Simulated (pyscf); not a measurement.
A first-order saddle from PySCF, ωB97X-D3(BJ)/def2-SVP:

```xyz
8

S     -1.8461    -0.3909     0.6184
Si    -0.0658    -0.1675    -0.5210
H     -0.9876     0.2512     2.0533
H     -0.1223     1.0356    -1.3964
H      0.1997    -1.3671    -1.3623
H      1.0653    -0.0020     0.4523
H     -0.8539    -0.7324     2.0698
H     -0.3975    -0.1570     2.7784
```
Charge 0, spin multiplicity 1.

Surface: singlet, charge 0. Lowest wavenumbers (cm⁻¹): 2712i, 199, 246, 546, 611.

What reaction is this the transition state of?

H₃Si–SH + H₂ ⇌ H₃Si–SH + H₂, a four-centre exchange read from left to right: H–S, H–H broken and H–S, H–H formed. At ωB97M-D3(BJ)/def2-TZVP it lies +69.3 kcal/mol from the left side and +69.3 kcal/mol from the right (each side as separated species at their lowest minima found). The same reactants have a lower exit, to H₂S + SiH₄ (barrier +57.3 kcal/mol at ωB97M-D3(BJ)/def2-TZVP, against +69.3 kcal/mol here). Another saddle between the same species, by other bonds, lies lower (62.5 kcal/mol against 69.3 kcal/mol at ωB97M-D3(BJ)/def2-TZVP).
